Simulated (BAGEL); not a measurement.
# HF/6-31G(d) (density fitting with qzvpp-jkfit, spherical functions) run of C2H6Si (SMILES C[Si]C)

What is the energy change on altering one bond length of C2H6Si at HF/6-31G* (density fitting with qzvpp-jkfit, spherical functions)? 

The results are computed with BAGEL 1.2.2.

2 further runs of the same task are left out: 2 set aside as unsound or not needed.

### 1 Starting point

C2H6Si: 9 atoms, total charge 0, spin state singlet. SMILES: `C[Si]C`. The coordinates come from a GFN2-xTB relaxation.

Bond lengths: Si1–C2 1.926 Å, Si1–C6 1.926 Å, C2–H3 1.091 Å, C2–H4 1.091 Å, C2–H5 1.088 Å, C6–H7 1.091 Å, C6–H8 1.091 Å, C6–H9 1.088 Å. Some angles: C2–Si1–C6 98.8°, Si1–C2–H3 111.3°, Si1–C2–H4 111.6°, Si1–C2–H5 111.8°, Si1–C6–H7 111.2°, Si1–C6–H8 111.7°, Si1–C6–H9 111.7°, H3–C2–H4 107.4°, H3–C2–H5 107.2°, H4–C2–H5 107.3°.

### 2 The energy at HF/6-31G(d) (density fitting with qzvpp-jkfit, spherical functions)

File hf.json:

```json
{ "bagel" : [

{
  "title" : "molecule",
  "basis" : "6-31gs.json",
  "df_basis" : "qzvpp-jkfit",
  "angstrom" : true,
  "geometry" : [
    { "atom" : "Si", "xyz" : [   -0.001340,    0.011450,   -1.288740 ] },
    { "atom" : "C", "xyz" : [    1.461870,   -0.015910,   -0.036860 ] },
    { "atom" : "H", "xyz" : [    1.445300,   -0.920370,    0.572300 ] },
    { "atom" : "H", "xyz" : [    1.423980,    0.836260,    0.642740 ] },
    { "atom" : "H", "xyz" : [    2.425990,    0.015410,   -0.541030 ] },
    { "atom" : "C", "xyz" : [   -1.461920,    0.015870,   -0.033360 ] },
    { "atom" : "H", "xyz" : [   -1.455220,    0.919550,    0.577050 ] },
    { "atom" : "H", "xyz" : [   -1.412680,   -0.836710,    0.644780 ] },
    { "atom" : "H", "xyz" : [   -2.425970,   -0.025560,   -0.536870 ] }
  ]
},
{
  "title" : "hf"
},
{
  "title" : "print",
  "file" : "orbitals.molden",
  "orbitals" : true
}

]}
```

The basis set 6-31G* is read from a file made from the Basis Set Exchange's data (not shown).

The run is started by

```sh
$ BAGEL_NUM_THREADS=1 BAGEL hf.json > hf.out
```

The log of the run:

```text
* using 1 threads per process

  ===============================================================
  ===============================================================

  *** Geometry ***

  { "atom" : "Si", "xyz" : [     -0.002532,      0.021637,     -2.435366 ] },
  { "atom" : "C", "xyz" : [      2.762534,     -0.030066,     -0.069655 ] },
  { "atom" : "H", "xyz" : [      2.731221,     -1.739247,      1.081490 ] },
  { "atom" : "H", "xyz" : [      2.690932,      1.580302,      1.214603 ] },
  { "atom" : "H", "xyz" : [      4.584457,      0.029121,     -1.022399 ] },
  { "atom" : "C", "xyz" : [     -2.762628,      0.029990,     -0.063041 ] },
  { "atom" : "H", "xyz" : [     -2.749967,      1.737698,      1.090466 ] },
  { "atom" : "H", "xyz" : [     -2.669578,     -1.581153,      1.218458 ] },
  { "atom" : "H", "xyz" : [     -4.584419,     -0.048301,     -1.014537 ] },

  Number of auxiliary basis functions:      386

  Since a DF basis is specified, we compute 2- and 3-index integrals:
    o Being stored without compression. Storage requirement is 0.010 GB

  Number of basis functions:       58
  Number of electrons      :       32

    * METHOD: MOLECULE                             0.14

  *** RHF ***

  === Nuclear Repulsion ===
    96.5117842243

      * DIIS with orbital gradients will be used.

  === RHF iteration (6-31gs.json) ===
      0       -367.97480800          0.01838615           0.03
      1       -368.07195423          0.00786499           0.03
      2       -368.09038311          0.00161303           0.03
      3       -368.09182892          0.00020845           0.02
      4       -368.09186750          0.00005950           0.02
      5       -368.09187058          0.00001331           0.02
      6       -368.09187072          0.00000330           0.02
      7       -368.09187073          0.00000052           0.03
      8       -368.09187073          0.00000015           0.03
      9       -368.09187073          0.00000005           0.03
     10       -368.09187073          0.00000001           0.02
     11       -368.09187073          0.00000001           0.03
    * SCF iteration converged.

    * Permanent dipole moment:
           (   -0.000606,     0.004625,    -0.550997) a.u.

    * METHOD: HF                                   0.40

    * METHOD: PRINT                                0.01

  ===============================================================
```

Run time: 0.69 s. Hardware: 1 thread of Arm Neoverse V1, shared host.

### 3 The distorted shape at the same level

File calc.json:

```json
{ "bagel" : [

{
  "title" : "molecule",
  "basis" : "6-31gs.json",
  "df_basis" : "qzvpp-jkfit",
  "angstrom" : "true",
  "geometry" : [
    { "atom" : "Si", "xyz" : [       0.011916,       0.735041,      -1.776084 ] },
    { "atom" : "C", "xyz" : [       1.475126,       0.707681,      -0.524204 ] },
    { "atom" : "H", "xyz" : [       1.445300,      -0.920370,       0.572300 ] },
    { "atom" : "H", "xyz" : [       1.437236,       1.559851,       0.155396 ] },
    { "atom" : "H", "xyz" : [       2.439246,       0.739001,      -1.028374 ] },
    { "atom" : "C", "xyz" : [      -1.448664,       0.739461,      -0.520704 ] },
    { "atom" : "H", "xyz" : [      -1.441964,       1.643141,       0.089706 ] },
    { "atom" : "H", "xyz" : [      -1.399424,      -0.113119,       0.157436 ] },
    { "atom" : "H", "xyz" : [      -2.412714,       0.698031,      -1.024214 ] }
  ]
},

{ "title" : "hf" },

{ "title" : "print", "file" : "orbitals.molden", "orbitals" : "true" }

]}
```

The basis set 6-31G* is read from a file made from the Basis Set Exchange's data (not shown).

The run is started by

```sh
$ BAGEL_NUM_THREADS=1 BAGEL calc.json > calc.out
```

The log of the run:

```text
* using 1 threads per process

  ===============================================================
  ===============================================================

  *** Geometry ***

  { "atom" : "Si", "xyz" : [      0.022518,      1.389026,     -3.356312 ] },
  { "atom" : "C", "xyz" : [      2.787584,      1.337323,     -0.990602 ] },
  { "atom" : "H", "xyz" : [      2.731221,     -1.739247,      1.081490 ] },
  { "atom" : "H", "xyz" : [      2.715982,      2.947691,      0.293656 ] },
  { "atom" : "H", "xyz" : [      4.609507,      1.396509,     -1.943345 ] },
  { "atom" : "C", "xyz" : [     -2.737578,      1.397379,     -0.983988 ] },
  { "atom" : "H", "xyz" : [     -2.724917,      3.105086,      0.169520 ] },
  { "atom" : "H", "xyz" : [     -2.644528,     -0.213764,      0.297511 ] },
  { "atom" : "H", "xyz" : [     -4.559369,      1.319087,     -1.935484 ] },

  Number of auxiliary basis functions:      386

  Since a DF basis is specified, we compute 2- and 3-index integrals:
    o Being stored without compression. Storage requirement is 0.010 GB

  Number of basis functions:       58
  Number of electrons      :       32

    * METHOD: MOLECULE                             0.13

  *** RHF ***

  === Nuclear Repulsion ===
    94.2695278557

      * DIIS with orbital gradients will be used.

  === RHF iteration (6-31gs.json) ===
      0       -367.83130138          0.01821564           0.03
      1       -367.92845732          0.00909485           0.02
      2       -367.95329587          0.00199071           0.02
      3       -367.95562817          0.00056581           0.02
      4       -367.95579012          0.00018606           0.02
      5       -367.95582192          0.00005506           0.02
      6       -367.95582533          0.00002331           0.02
      7       -367.95582598          0.00001033           0.02
      8       -367.95582615          0.00000333           0.02
      9       -367.95582616          0.00000164           0.02
     10       -367.95582617          0.00000076           0.02
     11       -367.95582617          0.00000029           0.02
     12       -367.95582617          0.00000011           0.02
     13       -367.95582617          0.00000004           0.02
     14       -367.95582617          0.00000002           0.02
     15       -367.95582617          0.00000001           0.02
    * SCF iteration converged.

    * Permanent dipole moment:
           (    0.099848,    -0.391687,    -0.196807) a.u.

    * METHOD: HF                                   0.46

    * METHOD: PRINT                                0.01

  ===============================================================
```

It took 0.75 s on 1 thread of Arm Neoverse V1, shared host.

### 4 Results

Level: HF/6-31G* (density fitting with qzvpp-jkfit, spherical functions).

| quantity | value |
| --- | --- |
| first shape: total energy | -368.09187 Eh |
| first shape: dipole moment | 1.40 D |
| first shape: HOMO energy | -8.21 eV |
| first shape: LUMO energy | 1.11 eV |
| first shape: HOMO–LUMO gap | 9.32 eV |
| distorted shape: total energy | -367.95583 Eh |
| distorted shape: dipole moment | 1.14 D |
| distorted shape: HOMO energy | -8.40 eV |
| distorted shape: LUMO energy | 0.51 eV |
| distorted shape: HOMO–LUMO gap | 8.91 eV |
| energy change with the C2–H3 bond stretched from 1.091 to 1.963 Å | 3.702 eV |

**Reading.** One bond (distorted shape) is far stretched, which a spin-restricted single reference describes badly; a broken-symmetry solution may lie lower. With the C2–H3 bond stretched from 1.091 to 1.963 Å the energy rises by 3.70 eV (357 kJ/mol). The first shape isn't relaxed at this level, so the change isn't measured from a minimum. A restricted reference can't describe the breaking bond well at this length.
